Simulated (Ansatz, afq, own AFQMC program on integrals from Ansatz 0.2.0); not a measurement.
# SiH3O (doublet): quantum Monte Carlo beside coupled cluster at distance Si1–O2 = 3.558 Å, cc-pVDZ

How near does AFQMC come to the top of the ladder for SiH3O (doublet)?

Computed with Ansatz 0.2.0, Gaussian basis, and an in-house AFQMC program (afq) on its integrals; all values are calculated. Level: cc-pVDZ, frozen cores.

The runs, in order: PBE (unrestricted); r2SCAN (unrestricted); PBE0 (unrestricted); B3LYP (unrestricted); wB97M-V (unrestricted); B2PLYP (unrestricted); CCSD(T) on UHF; Phaseless AFQMC, CISD trial on UHF; Phaseless AFQMC, single-determinant trial on UHF.

## (1) The geometry

The geometry derives from a PBE0/def2-TZVP stationary point (not a proven minimum). One bond is set to the value named and the two fragments are kept rigid.

5 atoms, charge 0, spin multiplicity 2.

Atoms are counted from 1 here; the program's logs count them from 0.

Bond lengths: Si1–H3 1.497 Å, Si1–H4 1.487 Å, O2–H5 0.958 Å. Angles: H3–Si1–H4 110.5°.

Geometry (Å):

```xyz
5

Si   -0.1595   -0.0872    1.2610
O     0.2175    0.1969   -2.2655
H     0.5696   -1.2830    1.7903
H     0.4131    1.1637    1.8268
H     0.0096   -0.5757   -2.7933
```

## (2) PBE (unrestricted)

Contents of in.yaml:

```yaml
crystal:
  periodic: [false, false, false]
  atoms:
    - {symbol: Si, position_ang: [-0.159534, -0.087204, 1.261027]}
    - {symbol: O, position_ang: [0.217534, 0.196868, -2.265514]}
    - {symbol: H, position_ang: [0.569583, -1.283022, 1.790272]}
    - {symbol: H, position_ang: [0.413066, 1.163658, 1.826788]}
    - {symbol: H, position_ang: [0.009640, -0.575716, -2.793307]}
basis:
  gaussian: {orbitals: cc-pVDZ}
magnetization: {spin_polarized: true, initial_magnetization: 1}
hamiltonian: {xc: {name: PBE}}
output: {orbitals: {seedname: orbitals}}
```

Run with:

```bash
> ansatz run in.yaml --threads 1 --pin off --events-out ev --progress --plain --max-ram 1843MiB
```

The log of the run:

```text
Functional definition: PBE
  name "PBE"
  cite "Perdew, Burke & Ernzerhof, Phys. Rev. Lett. 77, 3865 (1996) doi:10.1103/PhysRevLett.77.3865"
  parent pbe
  parameter kappa = 0.804
  parameter beta = 0.06672455060314922
  exchange = pbe_x(kappa = kappa, mu = beta*pi^2/3)
  correlation = pbe_c(beta = beta)
547 factors; their error is unknown
mean field evaluation 1: about -9948.6123 eV, gradient 4.9e1 eV
mean field evaluation 2: about -9650.8543 eV, gradient 1.1e2 eV
mean field evaluation 4: about -9943.1945 eV, gradient 4.9e1 eV
mean field evaluation 8: about -9933.5175 eV, gradient 5.8e1 eV
mean field evaluation 16: about -9961.9581 eV, gradient 2.7e-2 eV
mean field evaluation 32: about -9960.2629 eV, gradient 4.9e0 eV
mean field evaluation 64: about -9961.8657 eV, gradient 1.7e0 eV
mean field -9961.95810490 eV, -366.0952078974 hartree, gradient 1.7e-6 eV, S^2 0.931692; 8 other end points of the search recorded, 0 dependent functions left out
reference -9961.95813620 eV, -366.0952090476 hartree; 13, 12 occupied and 34, 35 virtual orbitals, 547 factors
Total energy: -9961.95813620 eV, -366.0952090476 hartree
```

It took 4.9 s on 1 thread of AMD EPYC 7R43 (Zen 3), shared host.

From the report: ⟨S²⟩ of the determinant 0.932 (pure doublet: 0.75).

## (3) r2SCAN (unrestricted)

in.yaml, as its differences from that of step 2:

```diff
@@ -11,3 +11,2 @@
 magnetization: {spin_polarized: true, initial_magnetization: 1}
-hamiltonian: {xc: {name: PBE}}
-output: {orbitals: {seedname: orbitals}}
+hamiltonian: {xc: {name: r2SCAN}}
```

Same command.

The log of the run, cut to the lines that bear on the results:

```text
Functional definition: r2SCAN
  name "r2SCAN"
  cite "Furness, Kaplan, Ning, Perdew & Sun, J. Phys. Chem. Lett. 11, 8208 (2020) doi:10.1021/acs.jpclett.0c02405"
  cite "Furness, Kaplan, Ning, Perdew & Sun, J. Phys. Chem. Lett. 11, 9248 (2020) doi:10.1021/acs.jpclett.0c03077"
  parent r2scan
[...]
547 factors; their error is unknown
[...]
mean field -9966.62742761 eV, -366.2668023418 hartree, gradient 1.8e-6 eV, S^2 1.179549; 10 other end points of the search recorded, 0 dependent functions left out
reference -9966.62743789 eV, -366.2668027198 hartree; 13, 12 occupied and 34, 35 virtual orbitals, 547 factors
Total energy: -9966.62743789 eV, -366.2668027198 hartree
```

Run time: 14 s. Hardware: 1 thread of AMD EPYC 7R43 (Zen 3), shared host.

From the report: ⟨S²⟩ of the determinant 1.180 (pure doublet: 0.75).

## (4) PBE0 (unrestricted)

in.yaml, as its differences from that of step 3:

```diff
@@ -11,2 +11,3 @@
 magnetization: {spin_polarized: true, initial_magnetization: 1}
-hamiltonian: {xc: {name: r2SCAN}}
+hamiltonian: {xc: {name: PBE0}}
+output: {orbitals: {seedname: orbitals}}
```

The command is unchanged.

The log of the run, cut to the lines that bear on the results:

```text
Functional definition: PBE0
  name "PBE0"
  cite "Adamo & Barone, J. Chem. Phys. 110, 6158 (1999) doi:10.1063/1.478522"
  cite "Perdew, Burke & Ernzerhof, Phys. Rev. Lett. 77, 3865 (1996) doi:10.1103/PhysRevLett.77.3865"
  parent pbe
[...]
448 factors; integrals over basis functions are off by at most 1.1e-3 eV
[...]
mean field -9962.85173475 eV, -366.1280481886 hartree, gradient 4.4e-6 eV, S^2 1.075995; 5 other end points of the search recorded, 0 dependent functions left out
reference -9962.85175875 eV, -366.1280490707 hartree; 13, 12 occupied and 34, 35 virtual orbitals, 448 factors
Total energy: -9962.85175875 eV, -366.1280490707 hartree
```

It took 7 s on 1 thread of AMD EPYC 7R43 (Zen 3), shared host.

From the report: ⟨S²⟩ of the determinant 1.076 (pure doublet: 0.75).

## (5) B3LYP (unrestricted)

in.yaml, as its differences from that of step 4:

```diff
@@ -11,3 +11,2 @@
 magnetization: {spin_polarized: true, initial_magnetization: 1}
-hamiltonian: {xc: {name: PBE0}}
-output: {orbitals: {seedname: orbitals}}
+hamiltonian: {xc: {name: B3LYP}}
```

Same command.

The log of the run, cut to the lines that bear on the results:

```text
Functional definition: B3LYP
  name "B3LYP"
  cite "Stephens, Devlin, Chabalowski & Frisch, J. Phys. Chem. 98, 11623 (1994) doi:10.1021/j100096a001"
  cite "Becke, Phys. Rev. A 38, 3098 (1988) doi:10.1103/PhysRevA.38.3098"
  cite "Lee, Yang & Parr, Phys. Rev. B 37, 785 (1988) doi:10.1103/PhysRevB.37.785"
  cite "Vosko, Wilk & Nusair, Can. J. Phys. 58, 1200 (1980) doi:10.1139/p80-159"
[...]
448 factors; integrals over basis functions are off by at most 1.1e-3 eV
[...]
mean field -9969.13982958 eV, -366.3591314113 hartree, gradient 6.1e-6 eV, S^2 0.942143; 4 other end points of the search recorded, 0 dependent functions left out
reference -9969.14004652 eV, -366.3591393837 hartree; 13, 12 occupied and 34, 35 virtual orbitals, 448 factors
Total energy: -9969.14004652 eV, -366.3591393837 hartree
```

Run time: 3.7 s. Hardware: 1 thread of AMD EPYC 7R43 (Zen 3), shared host.

From the report: ⟨S²⟩ of the determinant 0.942 (pure doublet: 0.75).

## (6) wB97M-V (unrestricted)

in.yaml, as its differences from that of step 5:

```diff
@@ -11,2 +11,3 @@
 magnetization: {spin_polarized: true, initial_magnetization: 1}
-hamiltonian: {xc: {name: B3LYP}}
+hamiltonian: {xc: {name: wB97M-V}}
+output: {orbitals: {seedname: orbitals}}
```

Same command.

The log of the run, cut to the lines that bear on the results:

```text
Functional definition: wB97M-V
  name "wB97M-V"
  cite "Mardirossian & Head-Gordon, J. Chem. Phys. 144, 214110 (2016) doi:10.1063/1.4952647"
  cite "Becke, J. Chem. Phys. 107, 8554 (1997) doi:10.1063/1.475007"
  cite "Vydrov & Van Voorhis, J. Chem. Phys. 133, 244103 (2010) doi:10.1063/1.3521275"
  # Of w^i u^j: cxij and so on, Table III.
[...]
  gx(w, u) = 1 - cx + cx01*u + cx10*w
  gss(w, u) = css00 + css04*u^4 + css10*w + css20*w^2 + css43*w^4*u^3
  gos(w, u) = cos00 + cos10*w + (cos20 + cos21*u)*w^2 + (cos60 + cos61*u)*w^6
[...]
      + integral(e_c_pw_mod_opposite_spin*gos(b97_w_opposite, b97_u_opposite)) + vv10(b, c)
448 factors; integrals over basis functions are off by at most 1.1e-3 eV
148 factors; integrals over basis functions are off by at most 1.1e-5 eV
[...]
mean field -9966.94236821 eV, -366.2783761955 hartree, gradient 3.0e-6 eV, S^2 0.756771; 4 other end points of the search recorded, 0 dependent functions left out
reference -9966.94240464 eV, -366.2783775342 hartree; 13, 12 occupied and 34, 35 virtual orbitals, 448 factors
Total energy: -9966.94240464 eV, -366.2783775342 hartree
```

Wall time 12 s (1 thread of AMD EPYC 7R43 (Zen 3), shared host).

From the report: ⟨S²⟩ of the determinant 0.757 (pure doublet: 0.75).

## (7) B2PLYP (unrestricted)

in.yaml, as its differences from that of step 6:

```diff
@@ -11,3 +11,3 @@
 magnetization: {spin_polarized: true, initial_magnetization: 1}
-hamiltonian: {xc: {name: wB97M-V}}
-output: {orbitals: {seedname: orbitals}}
+hamiltonian: {xc: {name: B2PLYP}}
+correlation: {electrons: outside_noble_gas}
```

The command is unchanged.

The log of the run, cut to the lines that bear on the results:

```text
Functional definition: B2PLYP
  name "B2PLYP"
  cite "Grimme, J. Chem. Phys. 124, 034108 (2006) doi:10.1063/1.2148954"
  cite "Becke, Phys. Rev. A 38, 3098 (1988) doi:10.1103/PhysRevA.38.3098"
  cite "Lee, Yang & Parr, Phys. Rev. B 37, 785 (1988) doi:10.1103/PhysRevB.37.785"
[...]
448 factors; integrals over basis functions are off by at most 1.1e-3 eV
[...]
mean field -9961.10623477 eV, -366.0639022475 hartree, gradient 2.0e-6 eV, S^2 1.098405; 6 other end points of the search recorded, 0 dependent functions left out
6 core orbitals not correlated: weight in the atoms' cores, before any rotation towards them, 1.000 or more for the frozen orbitals, at most 0.000 for the correlated occupied ones
reference -9961.10637369 eV, -366.0639073525 hartree; 7, 6 occupied and 34, 35 virtual orbitals, 448 factors
second order -7.60592526 eV of doubles, -0.00000000 eV of singles
Total energy: -9963.15997350 eV, -366.1393757539 hartree
```

It took 10 s on 1 thread of AMD EPYC 7R43 (Zen 3), shared host.

From the report: ⟨S²⟩ of the determinant 1.098 (pure doublet: 0.75).

## (8) CCSD(T) on UHF

in.yaml, as its differences from that of step 7:

```diff
@@ -11,3 +11,2 @@
 magnetization: {spin_polarized: true, initial_magnetization: 1}
-hamiltonian: {xc: {name: B2PLYP}}
-correlation: {electrons: outside_noble_gas}
+correlation: {method: ccsd_t, electrons: outside_noble_gas, hamiltonian_folder: ham}
```

Launched as before.

The log of the run, cut to the lines that bear on the results:

```text
Functional definition: HF
  name "HF"
  cite "Fock, Z. Phys. 61, 126 (1930) doi:10.1007/BF01340294"
  parent pbe
[...]
448 factors; integrals over basis functions are off by at most 1.1e-3 eV
[...]
mean field -9943.44015685 eV, -365.4146858585 hartree, gradient 2.8e-6 eV, S^2 1.317503; 17 other end points of the search recorded, 0 dependent functions left out
determinant -9943.44015685 eV, -365.4146858585 hartree, with singles and doubles -9950.75063527 eV, -365.6833409851 hartree
determinant -9943.41686932 eV, -365.4138300576 hartree, with singles and doubles -9950.73705166 eV, -365.6828417966 hartree
determinant -9943.39002297 eV, -365.4128434723 hartree, with singles and doubles -9950.69462023 eV, -365.6812824703 hartree
determinant -9943.37837437 eV, -365.4124153943 hartree, with singles and doubles -9950.68556457 eV, -365.6809496809 hartree
[...]
determinant -9943.39002297 eV, -365.4128434723 hartree, with singles and doubles -9950.76851927 eV, -365.6839982101 hartree
determinant -9943.37837437 eV, -365.4124153943 hartree, with singles and doubles -9950.76475379 eV, -365.6838598312 hartree
determinant -9943.17133108 eV, -365.4048066937 hartree, with singles and doubles -9950.22438886 eV, -365.6640017861 hartree
determinant -9943.21054315 eV, -365.4062477106 hartree, with singles and doubles -9950.83439625 eV, -365.6864191443 hartree
6 core orbitals not correlated: weight in the atoms' cores, before any rotation towards them, 1.000 or more for the frozen orbitals, at most 0.000 for the correlated occupied ones
reference -9943.44015685 eV, -365.4146858585 hartree; 7, 6 occupied and 34, 35 virtual orbitals, 448 factors
second order -6.15755606 eV of doubles, -0.00000000 eV of singles
cycle   1  -7.37853651 eV  change    4.2e-7 eV  update   6.2e-6
perturbative correction -0.11138894 eV, -0.0040934680 hartree
Total energy: -9950.93008230 eV, -365.6899355417 hartree
```

It took 27 s on 1 thread of AMD EPYC 7R43 (Zen 3), shared host.

From the report: ⟨S²⟩ of the determinant 1.318 (pure doublet: 0.75); correlation -7.4899 eV; T1 0.080; largest double amplitude 0.13. The determinant is far from a pure spin state, so its energy mixes those of several spin states (harmless only where they are near-degenerate, as at dissociation).

This run also writes the integrals to the folder ham.

## (9) Phaseless AFQMC, CISD trial on UHF

It reads the integrals that the CCSD(T) run on this determinant wrote.

Run with:

```bash
> afq ham --method phaseless --trial cisd --walkers 60 --populations 1 --least-time 40 --time-step 0.005 --steps-per-block 50 --equilibration-blocks 40 --max-blocks 300 --target-error 0.00086 --factor-cut 1e-05 --start spin_pure --seed 5065 --release-times 0.24,0.51,0.99,1.62,2.4 --release-step 0.03 --release-every 4 --taylor-order 6
```

The log of the run:

```text
orbitals 41  electrons 7 6  factors 283 of 448
reference energy -365.41468586 Eh
CCSD correlation -0.27115578 Eh in 36 cycles, weight of the determinant in the CISD state 0.7375
energy of the start -365.632519 Eh
 block  time / (1/Eh)  mean weight  energy / Eh
     1     0.250  1.0024  -365.660526
     2     0.500  1.0003  -365.671109
     3     0.750  0.9989  -365.682747
     4     1.000  0.9997  -365.690782
     5     1.250  1.0024  -365.684706
     6     1.500  1.0006  -365.686684
     7     1.750  1.0015  -365.687073
     8     2.000  0.9978  -365.687828
     9     2.250  0.9979  -365.698727
    10     2.500  0.9986  -365.697609
    17     4.250  0.9978  -365.687709
    25     6.250  1.0031  -365.694318
    33     8.250  0.9983  -365.680214
    41    10.250  1.0032  -365.692556
    49    12.250  1.0000  -365.703352
    57    14.250  1.0008  -365.691815
    65    16.250  1.0023  -365.703513
    73    18.250  0.9984  -365.691361
    81    20.250  1.0021  -365.680381
    89    22.250  0.9987  -365.693522
    97    24.250  0.9989  -365.698403
   105    26.250  0.9989  -365.701465
   113    28.250  0.9987  -365.704697
   121    30.250  0.9992  -365.681555
   129    32.250  0.9997  -365.676241
   137    34.250  0.9963  -365.689774
   145    36.250  1.0007  -365.696653
   153    38.250  1.0026  -365.686847
   161    40.250  0.9986  -365.702702
   169    42.250  1.0010  -365.688258
   177    44.250  1.0004  -365.695790
   185    46.250  1.0017  -365.698462
   193    48.250  0.9983  -365.702187
   201    50.250  1.0004  -365.683157
   209    52.250  1.0023  -365.684922
   217    54.250  1.0021  -365.689908
   225    56.250  0.9981  -365.688662
   233    58.250  1.0008  -365.676130
   241    60.250  0.9972  -365.701462
   249    62.250  1.0008  -365.688903
   257    64.250  0.9998  -365.671968
   265    66.250  1.0015  -365.696239
   273    68.250  0.9975  -365.690299
   281    70.250  0.9990  -365.672261
   289    72.250  0.9999  -365.685262
   297    74.250  0.9987  -365.688164
   305    76.250  0.9940  -365.706899
   313    78.250  0.9960  -365.693887
blocks merged  error / Eh  count
     1  0.000514  280
     2  0.000634  140
     4  0.000770  70
     8  0.000848  35
    16  0.000721  17
    32  0.000938  8
released: time / (1/Eh)  energy / Eh  error  mean overlap
  0.24  -365.692916  0.000785  1.0084
  0.51  -365.690663  0.000811  1.0177
  0.99  -365.690632  0.001098  1.0335
  1.62  -365.690659  0.001281  1.0324
  2.40  -365.694623  0.003436  0.9940
energy -365.692847 +/- 0.000848 Eh
```

Run time: 12 min. Hardware: 1 thread of AMD EPYC 7R43 (Zen 3), shared host; peak memory 0.34 GiB.

Energy -9951.0093 ± 0.0231 eV. Caveats: constraint bias not in the error.

## (10) Phaseless AFQMC, single-determinant trial on UHF

It reads the integrals that the CCSD(T) run on this determinant wrote.

Run with:

```bash
> afq ham --method phaseless --trial hf --walkers 120 --populations 1 --least-time 40 --time-step 0.005 --steps-per-block 20 --equilibration-blocks 160 --max-blocks 600 --target-error 0.00258 --factor-cut 1e-05 --start spin_pure --seed 5582 --taylor-order 6
```

The log of the run:

```text
orbitals 41  electrons 7 6  factors 283 of 448
reference energy -365.41468586 Eh
CCSD correlation -0.27115578 Eh in 36 cycles, weight of the determinant in the CISD state 0.7375
energy of the start -365.418253 Eh
 block  time / (1/Eh)  mean weight  energy / Eh
     1     0.100  0.9978  -365.488160
     2     0.200  1.0023  -365.530607
     3     0.300  1.0010  -365.569692
     4     0.400  1.0005  -365.594984
     5     0.500  1.0016  -365.637115
     6     0.600  1.0004  -365.636500
     7     0.700  1.0006  -365.652672
     8     0.800  0.9994  -365.647499
     9     0.900  0.9993  -365.650296
    10     1.000  0.9982  -365.661559
    15     1.500  1.0010  -365.697957
    29     2.900  1.0006  -365.720180
    43     4.300  1.0003  -365.688059
    57     5.700  0.9995  -365.700440
    71     7.100  1.0004  -365.682482
    85     8.500  1.0020  -365.685106
    99     9.900  0.9984  -365.676254
   113    11.300  1.0003  -365.687203
   127    12.700  0.9980  -365.697990
   141    14.100  0.9996  -365.706020
   155    15.500  0.9998  -365.700945
   169    16.900  1.0002  -365.693744
   183    18.300  0.9983  -365.680564
   197    19.700  0.9999  -365.695517
   211    21.100  1.0021  -365.694117
   225    22.500  1.0015  -365.678094
   239    23.900  1.0007  -365.664028
   253    25.300  1.0003  -365.671121
   267    26.700  1.0005  -365.711483
   281    28.100  1.0024  -365.713506
   295    29.500  0.9994  -365.668941
   309    30.900  1.0012  -365.706617
   323    32.300  1.0002  -365.688538
   337    33.700  1.0001  -365.674699
   351    35.100  0.9995  -365.700949
   365    36.500  0.9971  -365.709248
   379    37.900  0.9968  -365.663640
   393    39.300  1.0003  -365.708087
   407    40.700  1.0020  -365.696350
   421    42.100  1.0010  -365.680110
   435    43.500  1.0015  -365.653239
   449    44.900  0.9998  -365.686652
   463    46.300  1.0009  -365.707107
   477    47.700  0.9979  -365.679827
   491    49.100  1.0007  -365.673262
   505    50.500  1.0008  -365.675970
   519    51.900  1.0001  -365.719264
   533    53.300  1.0000  -365.710988
   547    54.700  0.9996  -365.692866
blocks merged  error / Eh  count
     1  0.000968  400
     2  0.001256  200
     4  0.001616  100
     8  0.001897  50
    16  0.002211  25
    32  0.002528  12
energy -365.691052 +/- 0.002211 Eh
```

Wall time 5 min (1 thread of AMD EPYC 7R43 (Zen 3), shared host); peak memory 0.34 GiB.

Energy -9950.9605 ± 0.0602 eV. Caveats: constraint bias not in the error.

## (11) All levels side by side

On the UHF determinant, counted from CCSD(T) (a yardstick, not exact):

```
                                                             level  energy (eV)  from CCSD(T) (kcal/mol)  statistical error (kcal/mol)    time
                                                                HF   -9943.4402                  +172.72                                      
                                                               MP2   -9949.5977                   +30.73                                      
                                                              CCSD   -9950.8187                    +2.57                                      
                                                           CCSD(T)   -9950.9301                     0.00                                      
               Phaseless AFQMC, CISD trial, step 0.005, 60 walkers   -9951.0093                    -1.83                          0.53  12 min
Phaseless AFQMC, single-determinant trial, step 0.005, 120 walkers   -9950.9605                    -0.70                          1.39   5 min
```

The functionals' totals stand on their own zeros and serve differences with other points: PBE -9961.958 eV; r2SCAN -9966.627 eV; PBE0 -9962.852 eV; B3LYP -9969.140 eV; wB97M-V -9966.942 eV; B2PLYP -9963.160 eV.

## (12) Summary of results

| quantity | value |
| --- | --- |
| Phaseless AFQMC, CISD trial on UHF from CCSD(T) | -1.83 ± 0.53 kcal/mol |
| Phaseless AFQMC, single-determinant trial on UHF from CCSD(T) | -0.70 ± 1.39 kcal/mol |

In words: On UHF the phaseless walk with the CISD trial lies -1.83 kcal/mol from CCSD(T), 3 times its error bar. Error bars are statistical and leave out the constraint, the time step and what remains of the start.
